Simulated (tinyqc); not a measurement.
Worked calculation: CID on RHF in the sto-3g basis, frozen core, for LiH, spin multiplicity 1. One step of it, computed by the program tinyqc.

Task: CID: determinants and Hamiltonian. Slater-Condon rules over spin orbitals, with the nuclear repulsion and the energy of the frozen orbital added and E(HF) subtracted on the diagonal. Only determinants linked to the reference directly or through others are kept (one block of an abelian symmetry group), so some states are absent.

one-electron integrals dressed by the frozen orbital, h + 2 (pq|11) - (p1|1q) (hartree), order 2, 3, 4, 5, 6:
```
[[-0.717136, 0.055365, 0.000000, 0.000000, -0.112647],
 [0.055365, -0.339302, 0.000000, 0.000000, 0.069338],
 [0.000000, 0.000000, -0.322230, 0.000000, 0.000000],
 [0.000000, 0.000000, 0.000000, -0.322230, 0.000000],
 [-0.112647, 0.069338, 0.000000, 0.000000, -0.297065]]
```

energy of the frozen orbital, 2 h_11 + (11|11) = -7.67605826 hartree

Two-electron integrals over orbitals (pq|rs), unique and non-zero (hartree); the lowest 1 orbital is frozen and left out:
```
(22|22) 0.463179    (32|22) -0.055365   (32|32) 0.017835    (33|22) 0.215531
(33|32) 0.012179    (33|33) 0.332542    (42|42) 0.021770    (43|42) 0.019835
(43|43) 0.041327    (44|22) 0.253241    (44|32) 0.010479    (44|33) 0.280705
(44|44) 0.312946    (52|52) 0.021770    (53|52) 0.019835    (53|53) 0.041327
(54|54) 0.016869    (55|22) 0.253241    (55|32) 0.010479    (55|33) 0.280705
(55|44) 0.279207    (55|55) 0.312946    (62|22) 0.112647    (62|32) -0.040281
(62|33) -0.018129   (62|44) -0.031239   (62|55) -0.031239   (62|62) 0.128474
(63|22) -0.054809   (63|32) 0.014073    (63|33) 0.036257    (63|44) 0.005817
(63|55) 0.005817    (63|62) -0.036321   (63|63) 0.028723    (64|42) -0.018997
(64|43) -0.012694   (64|64) 0.019631    (65|52) -0.018997   (65|53) -0.012694
(65|65) 0.019631    (66|22) 0.435185    (66|32) -0.047398   (66|33) 0.239161
(66|44) 0.262028    (66|55) 0.262028    (66|62) 0.110474    (66|63) -0.045721
(66|66) 0.433389
```

nuclear repulsion = 0.81162149 hartree

Hartree-Fock energy = -7.83553062 hartree

Give: determinants; H - E(HF) between determinants.

Result:

Occupation strings over the orbitals (2 doubly, a alpha, b beta, 0 empty; spin orbitals ordered 1a 1b 2a 2b ...): 220000 202000 20a00b 200200 200020 20b00a 200002

H - E(HF) between determinants (hartree), order 220000, 202000, 20a00b, 200200, 200020, 20b00a, 200002:
```
[[0.0000, 0.0178, -0.0403, 0.0218, 0.0218, 0.0403, 0.1285],
 [0.0178, 0.6250, 0.1056, 0.0413, 0.0413, -0.1056, 0.0287],
 [-0.0403, 0.1056, 0.5739, -0.0127, -0.0127, -0.0287, 0.0236],
 [0.0218, 0.0413, -0.0127, 0.6396, 0.0169, 0.0127, 0.0196],
 [0.0218, 0.0413, -0.0127, 0.0169, 0.6396, 0.0127, 0.0196],
 [0.0403, -0.1056, -0.0287, 0.0127, 0.0127, 0.5739, -0.0236],
 [0.1285, 0.0287, 0.0236, 0.0196, 0.0196, -0.0236, 0.8104]]
```
